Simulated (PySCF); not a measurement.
# BCCD(T)/STO-6G run of N2O (nitrous oxide)

Aim: the energy change on altering one bond length of N2O (nitrous oxide) at BCCD(T)/STO-6G, from 2 runs. 

Program for the calculation: PySCF 2.14.0.

7 further runs of the same task are left out: 7 set aside as unsound or not needed.

## 1. The molecule

The species is N2O (3 atoms), meant as a singlet with charge 0. As SMILES, `N#[N+][O-]`. Geometry: relaxed at PBE0-D4/def2-TZVP.

Bond lengths: N1–N2 1.118 Å, N2–O3 1.174 Å. Angles: N1–N2–O3 180.0°.

## 2. The energy at BCCD(T)/STO-6G

Input file start.xyz:

```xyz
3

N     -0.511700     1.001300    -0.167900
N     -0.008400     0.016500    -0.002800
O      0.520100    -1.017800     0.170700
```

Input file calc.py:

```python
# N#[N+][O-]
from pyscf import gto, scf, cc
from pyscf.cc.bccd import bccd_kernel_

mol = gto.Mole()
mol.atom = 'start.xyz'
mol.basis = 'sto-6g'
mol.max_memory = 1860
mol.spin = 0
mol.verbose = 3
mol.build()

calc0 = scf.RHF(mol)
calc0.conv_tol = 1e-10
calc0.kernel()
if not calc0.converged:
    calc0 = calc0.newton().run(calc0.mo_coeff, calc0.mo_occ)

mycc = cc.CCSD(calc0, frozen=3).run()
mycc = bccd_kernel_(mycc, diis=True)
e_t = mycc.ccsd_t()
e_tot = mycc.e_tot + e_t
print('E = %.10f Eh' % e_tot)
```

Run with:

```bash
$ OMP_NUM_THREADS=1 python calc.py
```

What it wrote:

```text
converged SCF energy = -182.941497184595
E(CCSD) = -183.1656564200192  E_corr = -0.2241592354244068
BCCD loop starts.

******** <class 'pyscf.cc.ccsd.CCSD'> ********
CC2 = 0
CCSD nocc = 8, nmo = 12
frozen orbitals 3
max_cycle = 50
direct = 0
conv_tol = 1e-07
conv_tol_normt = 1e-05
diis_space = 6
diis_start_cycle = 0
diis_start_energy_diff = 1e+09
Init E_corr(CCSD) = -0.220582716008775
cycle = 1  E_corr(CCSD) = -0.245509865903761  dE = -0.0249271499  norm(t1,t2) = 0.107704
cycle = 2  E_corr(CCSD) = -0.225210483190955  dE = 0.0202993827  norm(t1,t2) = 0.0509473
cycle = 3  E_corr(CCSD) = -0.233586950250435  dE = -0.00837646706  norm(t1,t2) = 0.0421724
cycle = 4  E_corr(CCSD) = -0.233935444076115  dE = -0.000348493826  norm(t1,t2) = 0.00600081
cycle = 5  E_corr(CCSD) = -0.234032230318622  dE = -9.67862425e-05  norm(t1,t2) = 0.000713127
cycle = 6  E_corr(CCSD) = -0.234024686171346  dE = 7.54414728e-06  norm(t1,t2) = 0.000299414
cycle = 7  E_corr(CCSD) = -0.234010058703534  dE = 1.46274678e-05  norm(t1,t2) = 7.22155e-05
cycle = 8  E_corr(CCSD) = -0.234013543785922  dE = -3.48508239e-06  norm(t1,t2) = 1.39205e-05
cycle = 9  E_corr(CCSD) = -0.234013753303205  dE = -2.09517283e-07  norm(t1,t2) = 4.81612e-06
cycle = 10  E_corr(CCSD) = -0.234013473925383  dE = 2.79377821e-07  norm(t1,t2) = 1.67892e-06
cycle = 11  E_corr(CCSD) = -0.234013469271969  dE = 4.65341438e-09  norm(t1,t2) = 5.06336e-07
CCSD converged
E(CCSD) = -183.1630766254831  E_corr = -0.2340134692719688
BCC iter:    0  E:    -183.163076625483  dE:    2.580e-03  |t1|:    2.152e-02

******** <class 'pyscf.cc.ccsd.CCSD'> ********
CC2 = 0
CCSD nocc = 8, nmo = 12
frozen orbitals 3
max_cycle = 50
direct = 0
conv_tol = 1e-07
conv_tol_normt = 1e-05
diis_space = 6
diis_start_cycle = 0
diis_start_energy_diff = 1e+09
Init E_corr(CCSD) = -0.2314948337367
cycle = 1  E_corr(CCSD) = -0.228334827195543  dE = 0.00316000654  norm(t1,t2) = 0.0304476
cycle = 2  E_corr(CCSD) = -0.232072851366192  dE = -0.00373802417  norm(t1,t2) = 0.0126182
cycle = 3  E_corr(CCSD) = -0.230353307916198  dE = 0.00171954345  norm(t1,t2) = 0.00954583
cycle = 4  E_corr(CCSD) = -0.230376153478273  dE = -2.28455621e-05  norm(t1,t2) = 0.000598631
cycle = 5  E_corr(CCSD) = -0.230323558732024  dE = 5.25947462e-05  norm(t1,t2) = 0.000207384
cycle = 6  E_corr(CCSD) = -0.230327252489968  dE = -3.69375794e-06  norm(t1,t2) = 4.64596e-05
cycle = 7  E_corr(CCSD) = -0.230325936601389  dE = 1.31588858e-06  norm(t1,t2) = 9.98068e-06
cycle = 8  E_corr(CCSD) = -0.23032555866431  dE = 3.77937078e-07  norm(t1,t2) = 2.72459e-06
cycle = 9  E_corr(CCSD) = -0.230325465027293  dE = 9.36370179e-08  norm(t1,t2) = 9.35414e-07
CCSD converged
E(CCSD) = -183.1635592209798  E_corr = -0.2303254650272925
BCC iter:    1  E:    -183.163559220980  dE:   -4.826e-04  |t1|:    4.075e-03

******** <class 'pyscf.cc.ccsd.CCSD'> ********
CC2 = 0
CCSD nocc = 8, nmo = 12
frozen orbitals 3
max_cycle = 50
direct = 0
conv_tol = 1e-07
conv_tol_normt = 1e-05
diis_space = 6
diis_start_cycle = 0
diis_start_energy_diff = 1e+09
Init E_corr(CCSD) = -0.230470960619292
cycle = 1  E_corr(CCSD) = -0.23102431622711  dE = -0.000553355608  norm(t1,t2) = 0.00519237
cycle = 2  E_corr(CCSD) = -0.230434880259928  dE = 0.000589435967  norm(t1,t2) = 0.00213103
cycle = 3  E_corr(CCSD) = -0.230715859897776  dE = -0.000280979638  norm(t1,t2) = 0.0015782
cycle = 4  E_corr(CCSD) = -0.230703444816787  dE = 1.2415081e-05  norm(t1,t2) = 0.000107203
cycle = 5  E_corr(CCSD) = -0.230714922019433  dE = -1.14772026e-05  norm(t1,t2) = 5.74926e-05
cycle = 6  E_corr(CCSD) = -0.230714147042252  dE = 7.7497718e-07  norm(t1,t2) = 7.77143e-06
cycle = 7  E_corr(CCSD) = -0.230714310716302  dE = -1.6367405e-07  norm(t1,t2) = 1.83167e-06
cycle = 8  E_corr(CCSD) = -0.230714405034011  dE = -9.43177092e-08  norm(t1,t2) = 5.50549e-07
CCSD converged
E(CCSD) = -183.1634998852859  E_corr = -0.2307144050340114
BCC iter:    2  E:    -183.163499885286  dE:    5.934e-05  |t1|:    3.379e-04

******** <class 'pyscf.cc.ccsd.CCSD'> ********
CC2 = 0
CCSD nocc = 8, nmo = 12
frozen orbitals 3
max_cycle = 50
direct = 0
conv_tol = 1e-07
conv_tol_normt = 1e-05
diis_space = 6
diis_start_cycle = 0
diis_start_energy_diff = 1e+09
Init E_corr(CCSD) = -0.230724447890445
cycle = 1  E_corr(CCSD) = -0.230736122938756  dE = -1.16750483e-05  norm(t1,t2) = 0.00037111
cycle = 2  E_corr(CCSD) = -0.230731048022072  dE = 5.07491668e-06  norm(t1,t2) = 6.53117e-05
cycle = 3  E_corr(CCSD) = -0.230730933332252  dE = 1.14689821e-07  norm(t1,t2) = 2.03945e-05
cycle = 4  E_corr(CCSD) = -0.230732039417992  dE = -1.10608574e-06  norm(t1,t2) = 5.3234e-06
cycle = 5  E_corr(CCSD) = -0.230731608818385  dE = 4.30599607e-07  norm(t1,t2) = 2.00377e-06
cycle = 6  E_corr(CCSD) = -0.230731659436109  dE = -5.06177244e-08  norm(t1,t2) = 5.29388e-07
CCSD converged
E(CCSD) = -183.1634957781078  E_corr = -0.2307316594361094
BCC iter:    3  E:    -183.163495778108  dE:    4.107e-06  |t1|:    2.576e-06
CCSD(T) correction = -0.0210324966806558
E = -183.1845282748 Eh
```

It took 1.1 s on 1 thread of Arm Neoverse V1, shared host; peak memory 0.1 GiB.

## 3. The distorted shape at the same level

Input file mol.xyz:

```xyz
3

N     -0.617415     1.208189    -0.202605
N     -0.114115     0.223389    -0.037505
O      0.520100    -1.017800     0.170700
```

Input file run.py:

```python
from pyscf import gto, cc
from pyscf.cc.bccd import bccd_kernel_

mol = gto.Mole()
mol.atom = 'mol.xyz'
mol.charge = 0
mol.verbose = 4
mol.basis = 'sto-6g'
mol.spin = 0
mol.max_memory = 1860
mol.build()

mf = mol.RHF()
mf.conv_tol = 1e-10
mf.kernel()
if not mf.converged:
    mf = mf.newton().run(mf.mo_coeff, mf.mo_occ)

mycc = cc.CCSD(mf, frozen=3).run()
mycc = bccd_kernel_(mycc, diis=True)
e_t = mycc.ccsd_t()
e_tot = mycc.e_tot + e_t
print(f'total energy: {e_tot:.8f} hartree')
```

Run with:

```bash
$ OMP_NUM_THREADS=1 python run.py
```

What it wrote:

```text
PySCF version 2.14.0

[INPUT] num. atoms = 3
[INPUT] num. electrons = 22
[INPUT] charge = 0
[INPUT] spin (= nelec alpha-beta = 2S) = 0
[INPUT] symmetry False subgroup None
[INPUT] Mole.unit = angstrom
[INPUT] Symbol           X                Y                Z      unit          X                Y                Z       unit  Magmom
[INPUT]  1 N     -0.617415000000   1.208189000000  -0.202605000000 AA   -1.166745255198   2.283146316712  -0.382867961468 Bohr   0.0
[INPUT]  2 N     -0.114115000000   0.223389000000  -0.037505000000 AA   -0.215646096705   0.422144029240  -0.070874178302 Bohr   0.0
[INPUT]  3 O      0.520100000000  -1.017800000000   0.170700000000 AA    0.982846557386  -1.923363249582   0.322576249463 Bohr   0.0

nuclear repulsion = 55.9404390031563
number of shells = 9
number of NR pGTOs = 90
number of NR cGTOs = 15
basis = sto-6g
ecp = {}

******** <class 'pyscf.scf.hf.RHF'> ********
method = RHF
initial guess = minao
damping factor = 0
level_shift factor = 0
DIIS = <class 'pyscf.scf.diis.CDIIS'>
diis_start_cycle = 1
diis_space = 8
diis_damp = 0
SCF conv_tol = 1e-10
SCF conv_tol_grad = None
SCF max_cycles = 50
direct_scf = True
direct_scf_tol = 1e-13
Set gradient conv threshold to 1e-05
Initial guess from minao.
init E= -183.273988671545
  HOMO = -0.302762078171358  LUMO = 0.148884067695253  gap/eV = 12.28992
cycle= 1 E= -182.750905285214  delta_E= 0.523  |g|= 0.742  |ddm|= 2.88
  HOMO = -0.213264203692636  LUMO = 0.123038928751413  gap/eV = 9.15127
cycle= 2 E= -182.746395198316  delta_E= 0.00451  |g|= 0.784  |ddm|= 1.71
  HOMO = -0.358359369606284  LUMO = 0.20440249434366  gap/eV = 15.31353
cycle= 3 E= -182.932160989334  delta_E= -0.186  |g|= 0.201  |ddm|= 1.03
  HOMO = -0.341963942569165  LUMO = 0.205195150883431  gap/eV = 14.88896
cycle= 4 E= -182.943969627543  delta_E= -0.0118  |g|= 0.0764  |ddm|= 0.246
  HOMO = -0.362112978537229  LUMO = 0.21824725790835  gap/eV = 15.79241
cycle= 5 E= -182.948457314678  delta_E= -0.00449  |g|= 0.0245  |ddm|= 0.213
  HOMO = -0.353795835575249  LUMO = 0.214240336491986  gap/eV = 15.45705
cycle= 6 E= -182.948899113977  delta_E= -0.000442  |g|= 0.00359  |ddm|= 0.098
  HOMO = -0.355741408507102  LUMO = 0.215385967815204  gap/eV = 15.54117
cycle= 7 E= -182.948904844835  delta_E= -5.73e-06  |g|= 0.000579  |ddm|= 0.00928
  HOMO = -0.355648313718649  LUMO = 0.215381122475209  gap/eV = 15.53850
cycle= 8 E= -182.94890508114  delta_E= -2.36e-07  |g|= 3.66e-05  |ddm|= 0.00216
  HOMO = -0.355628474614926  LUMO = 0.2153706424514  gap/eV = 15.53768
cycle= 9 E= -182.948905081773  delta_E= -6.33e-10  |g|= 9.28e-06  |ddm|= 7.89e-05
  HOMO = -0.355631588097507  LUMO = 0.215373138695187  gap/eV = 15.53783
cycle= 10 E= -182.948905081805  delta_E= -3.21e-11  |g|= 1.09e-06  |ddm|= 2.25e-05
  HOMO = -0.355631347695189  LUMO = 0.215372849664803  gap/eV = 15.53782
Extra cycle  E= -182.948905081806  delta_E= -6.25e-13  |g|= 6.39e-07  |ddm|= 2.16e-06
converged SCF energy = -182.948905081806

******** <class 'pyscf.cc.ccsd.CCSD'> ********
CC2 = 0
CCSD nocc = 8, nmo = 12
frozen orbitals 3
max_cycle = 50
direct = 0
conv_tol = 1e-07
conv_tol_normt = 1e-05
diis_space = 6
diis_start_cycle = 0
diis_start_energy_diff = 1e+09
Init t2, MP2 energy = -183.163868663496  E_corr(MP2) -0.214963581689629
Init E_corr(CCSD) = -0.214963581689792
cycle = 1  E_corr(CCSD) = -0.19769844082379  dE = 0.0172651409  norm(t1,t2) = 0.109136
cycle = 2  E_corr(CCSD) = -0.220109632719187  dE = -0.0224111919  norm(t1,t2) = 0.0676728
cycle = 3  E_corr(CCSD) = -0.216357767734751  dE = 0.00375186498  norm(t1,t2) = 0.0655079
cycle = 4  E_corr(CCSD) = -0.222530149591165  dE = -0.00617238186  norm(t1,t2) = 0.0194888
cycle = 5  E_corr(CCSD) = -0.223143756165413  dE = -0.000613606574  norm(t1,t2) = 0.0033214
cycle = 6  E_corr(CCSD) = -0.22275386269826  dE = 0.000389893467  norm(t1,t2) = 0.00137333
cycle = 7  E_corr(CCSD) = -0.222714338007175  dE = 3.95246911e-05  norm(t1,t2) = 0.000558614
cycle = 8  E_corr(CCSD) = -0.222747253722213  dE = -3.2915715e-05  norm(t1,t2) = 0.000146433
cycle = 9  E_corr(CCSD) = -0.222733415238756  dE = 1.38384835e-05  norm(t1,t2) = 6.36471e-05
cycle = 10  E_corr(CCSD) = -0.222730599016791  dE = 2.81622196e-06  norm(t1,t2) = 1.67622e-05
cycle = 11  E_corr(CCSD) = -0.222730665629116  dE = -6.66123244e-08  norm(t1,t2) = 5.42918e-06
CCSD converged
E(CCSD) = -183.1716357474352  E_corr = -0.2227306656291158
BCCD loop starts.

******** <class 'pyscf.cc.ccsd.CCSD'> ********
CC2 = 0
CCSD nocc = 8, nmo = 12
frozen orbitals 3
max_cycle = 50
direct = 0
conv_tol = 1e-07
conv_tol_normt = 1e-05
diis_space = 6
diis_start_cycle = 0
diis_start_energy_diff = 1e+09
Init E_corr(CCSD) = -0.219851875849804
cycle = 1  E_corr(CCSD) = -0.257080097049797  dE = -0.0372282212  norm(t1,t2) = 0.150775
cycle = 2  E_corr(CCSD) = -0.222147309311615  dE = 0.0349327877  norm(t1,t2) = 0.0922052
cycle = 3  E_corr(CCSD) = -0.237688001984164  dE = -0.0155406927  norm(t1,t2) = 0.093267
cycle = 4  E_corr(CCSD) = -0.237989889489341  dE = -0.000301887505  norm(t1,t2) = 0.0150714
cycle = 5  E_corr(CCSD) = -0.238543890224552  dE = -0.000554000735  norm(t1,t2) = 0.00341204
cycle = 6  E_corr(CCSD) = -0.23861439388024  dE = -7.05036557e-05  norm(t1,t2) = 0.000884592
cycle = 7  E_corr(CCSD) = -0.238502433099607  dE = 0.000111960781  norm(t1,t2) = 0.000575544
cycle = 8  E_corr(CCSD) = -0.238526910977894  dE = -2.44778783e-05  norm(t1,t2) = 9.75491e-05
cycle = 9  E_corr(CCSD) = -0.23852852205482  dE = -1.61107693e-06  norm(t1,t2) = 2.79744e-05
cycle = 10  E_corr(CCSD) = -0.238528809174802  dE = -2.87119982e-07  norm(t1,t2) = 6.39525e-06
cycle = 11  E_corr(CCSD) = -0.238528747538481  dE = 6.16363209e-08  norm(t1,t2) = 2.87054e-06
CCSD converged
E(CCSD) = -183.1676782113994  E_corr = -0.2385287475384807
BCC iter:    0  E:    -183.167678211399  dE:    3.958e-03  |t1|:    2.951e-02

******** <class 'pyscf.cc.ccsd.CCSD'> ********
CC2 = 0
CCSD nocc = 8, nmo = 12
frozen orbitals 3
max_cycle = 50
direct = 0
conv_tol = 1e-07
conv_tol_normt = 1e-05
diis_space = 6
diis_start_cycle = 0
diis_start_energy_diff = 1e+09
Init E_corr(CCSD) = -0.235103896320469
cycle = 1  E_corr(CCSD) = -0.231971769760127  dE = 0.00313212656  norm(t1,t2) = 0.0434817
cycle = 2  E_corr(CCSD) = -0.237082046943999  dE = -0.00511027718  norm(t1,t2) = 0.0191191
cycle = 3  E_corr(CCSD) = -0.234416563591408  dE = 0.00266548335  norm(t1,t2) = 0.0178559
cycle = 4  E_corr(CCSD) = -0.234415818363852  dE = 7.45227555e-07  norm(t1,t2) = 0.0012539
cycle = 5  E_corr(CCSD) = -0.234335001364892  dE = 8.0816999e-05  norm(t1,t2) = 0.000531488
cycle = 6  E_corr(CCSD) = -0.23433449320449  dE = 5.08160401e-07  norm(t1,t2) = 0.000147625
cycle = 7  E_corr(CCSD) = -0.234330995124614  dE = 3.49807988e-06  norm(t1,t2) = 4.84396e-05
cycle = 8  E_corr(CCSD) = -0.23432977189653  dE = 1.22322808e-06  norm(t1,t2) = 1.41087e-05
cycle = 9  E_corr(CCSD) = -0.234329665938626  dE = 1.05957904e-07  norm(t1,t2) = 5.44758e-06
cycle = 10  E_corr(CCSD) = -0.234329576806496  dE = 8.91321295e-08  norm(t1,t2) = 1.96149e-06
CCSD converged
E(CCSD) = -183.1681377846795  E_corr = -0.2343295768064964
BCC iter:    1  E:    -183.168137784680  dE:   -4.596e-04  |t1|:    9.239e-03

******** <class 'pyscf.cc.ccsd.CCSD'> ********
CC2 = 0
CCSD nocc = 8, nmo = 12
frozen orbitals 3
max_cycle = 50
direct = 0
conv_tol = 1e-07
conv_tol_normt = 1e-05
diis_space = 6
diis_start_cycle = 0
diis_start_energy_diff = 1e+09
Init E_corr(CCSD) = -0.234777363193238
cycle = 1  E_corr(CCSD) = -0.236199192254193  dE = -0.00142182906  norm(t1,t2) = 0.0104467
cycle = 2  E_corr(CCSD) = -0.234604218285383  dE = 0.00159497397  norm(t1,t2) = 0.00529872
cycle = 3  E_corr(CCSD) = -0.235380982407642  dE = -0.000776764122  norm(t1,t2) = 0.00512059
cycle = 4  E_corr(CCSD) = -0.235385697582848  dE = -4.71517521e-06  norm(t1,t2) = 0.000534954
cycle = 5  E_corr(CCSD) = -0.235415898472913  dE = -3.02008901e-05  norm(t1,t2) = 0.000222134
cycle = 6  E_corr(CCSD) = -0.23541352558371  dE = 2.3728892e-06  norm(t1,t2) = 4.96579e-05
cycle = 7  E_corr(CCSD) = -0.235413833668943  dE = -3.08085233e-07  norm(t1,t2) = 1.25344e-05
cycle = 8  E_corr(CCSD) = -0.235414109961236  dE = -2.76292293e-07  norm(t1,t2) = 4.39319e-06
cycle = 9  E_corr(CCSD) = -0.235414271955177  dE = -1.6199394e-07  norm(t1,t2) = 2.02167e-06
cycle = 10  E_corr(CCSD) = -0.235414268051856  dE = 3.90332017e-09  norm(t1,t2) = 4.11962e-07
CCSD converged
E(CCSD) = -183.1679745758983  E_corr = -0.2354142680518564
BCC iter:    2  E:    -183.167974575898  dE:    1.632e-04  |t1|:    2.623e-04

******** <class 'pyscf.cc.ccsd.CCSD'> ********
CC2 = 0
CCSD nocc = 8, nmo = 12
frozen orbitals 3
max_cycle = 50
direct = 0
conv_tol = 1e-07
conv_tol_normt = 1e-05
diis_space = 6
diis_start_cycle = 0
diis_start_energy_diff = 1e+09
Init E_corr(CCSD) = -0.235421581018398
cycle = 1  E_corr(CCSD) = -0.235433388605604  dE = -1.18075872e-05  norm(t1,t2) = 0.000303722
cycle = 2  E_corr(CCSD) = -0.235419908837127  dE = 1.34797685e-05  norm(t1,t2) = 5.50932e-05
cycle = 3  E_corr(CCSD) = -0.235427472754119  dE = -7.56391699e-06  norm(t1,t2) = 3.92975e-05
cycle = 4  E_corr(CCSD) = -0.235426521833721  dE = 9.50920399e-07  norm(t1,t2) = 6.40167e-06
cycle = 5  E_corr(CCSD) = -0.235426814502142  dE = -2.92668422e-07  norm(t1,t2) = 4.42344e-06
cycle = 6  E_corr(CCSD) = -0.235426902809565  dE = -8.83074227e-08  norm(t1,t2) = 1.10399e-06
CCSD converged
E(CCSD) = -183.167972608211  E_corr = -0.235426902809565
BCC iter:    3  E:    -183.167972608211  dE:    1.968e-06  |t1|:    1.826e-05

******** <class 'pyscf.cc.ccsd.CCSD'> ********
CC2 = 0
CCSD nocc = 8, nmo = 12
frozen orbitals 3
max_cycle = 50
direct = 0
conv_tol = 1e-07
conv_tol_normt = 1e-05
diis_space = 6
diis_start_cycle = 0
diis_start_energy_diff = 1e+09
Init E_corr(CCSD) = -0.235427184270447
cycle = 1  E_corr(CCSD) = -0.235427905456764  dE = -7.21186316e-07  norm(t1,t2) = 2.04183e-05
cycle = 2  E_corr(CCSD) = -0.235427160562355  dE = 7.44894408e-07  norm(t1,t2) = 4.18417e-06
cycle = 3  E_corr(CCSD) = -0.235427574716474  dE = -4.14154118e-07  norm(t1,t2) = 2.73811e-06
cycle = 4  E_corr(CCSD) = -0.23542747058278  dE = 1.04133694e-07  norm(t1,t2) = 4.61193e-07
cycle = 5  E_corr(CCSD) = -0.235427496065509  dE = -2.54827285e-08  norm(t1,t2) = 3.47742e-07
CCSD converged
E(CCSD) = -183.1679725301164  E_corr = -0.2354274960655087
BCC iter:    4  E:    -183.167972530116  dE:    7.809e-08  |t1|:    5.344e-07
CCSD(T) correction = -0.020686385086128
total energy: -183.18865892 hartree
```

It took 1.3 s on 1 thread of Arm Neoverse V1, shared host; peak memory 0.12 GiB.

## 4. What came out

Level: BCCD(T)/STO-6G, 3 core orbitals frozen.

```
                                                         quantity          value
                                        first shape: total energy  -183.18453 Eh
         first shape: correlation energy (3 core orbitals frozen)     -243.0 mEh
                                      first shape: (T) correction     -21.03 mEh
                                    distorted shape: total energy  -183.18866 Eh
     distorted shape: correlation energy (3 core orbitals frozen)     -239.8 mEh
                                  distorted shape: (T) correction     -20.69 mEh
energy change with the N2–O3 bond stretched from 1.174 to 1.409 Å      -0.112 eV
```

In words: With the N2–O3 bond stretched from 1.174 to 1.409 Å the energy falls by 0.11 eV (10.8 kJ/mol). The first shape isn't relaxed at this level, so the change isn't measured from a minimum. The minimal basis adds a large error of its own. The triples (first shape) make up 8.7 % of the correlation energy. The triples (distorted shape) make up 8.6 % of the correlation energy.
